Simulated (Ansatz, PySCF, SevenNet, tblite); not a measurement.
## Ladder of methods for the cohesive energy of zinc-blende AlAs

Reference value: 3.82 eV/atom (measured, static lattice: zero-point vibration energy added, our sources range from 3.82 to 4.00; as tabulated in Mejia-Rodriguez and Trickey (2018), arXiv:1807.09216).

```csv
level (code),value (eV/atom),cell (Å³/atom),error (eV/atom)
IPEA1-xTB (tblite),7.76,21.73,+3.94
SevenNet-l3i5,3.63,23.57,-0.19
LDA (Ansatz),4.47,22.30,+0.65
PBE (PySCF),3.60 ± 0.05,23.59,-0.22
PBE-D3(BJ) (Ansatz),4.00,22.72,+0.18
B3LYP (VWN-RPA form) (Ansatz),3.37,23.57,-0.45
Hartree–Fock (PySCF),2.34 ± 0.1,23.37,-1.48
MP2 (PySCF),4.19 ± 0.2,22.19,+0.37
CCSD(T) (PySCF),3.97 ± 0.2,22.55,+0.15
```

Leaving aside IPEA1-xTB (doubt noted below), SevenNet-l3i5 (doubt noted below): The levels aren't ranked against this reference (sources at odds).

Free atoms are spin-polarised, in the lowest state found; at levels without +SOC their spin–orbit coupling is left out.  A ± on a computed value is a rough bar: the spread of its extrapolation, a floor set from checks against published values, or a statistical error. IPEA1-xTB: the free atoms are run in the same model without spin. IPEA1-xTB: this parameter set was refitted to ionisation energies, not structures. IPEA1-xTB: the run uses a supercell at the zone centre in place of a k mesh. SevenNet-l3i5: free atoms can lie outside what these potentials were trained on. Each level is taken at its own relaxed cell. Cutoffs and k meshes differ between the levels. Ansatz's density-functional and Hartree–Fock values are scalar-relativistic unless marked +SOC, with PAW data made under PBE.

Machine-learned potentials (SevenNet-l3i5) are trained on DFT data: a solid inside that data is no test of them.

Differences are worked out from the printed values.

Ansatz is a program for electronic structure.
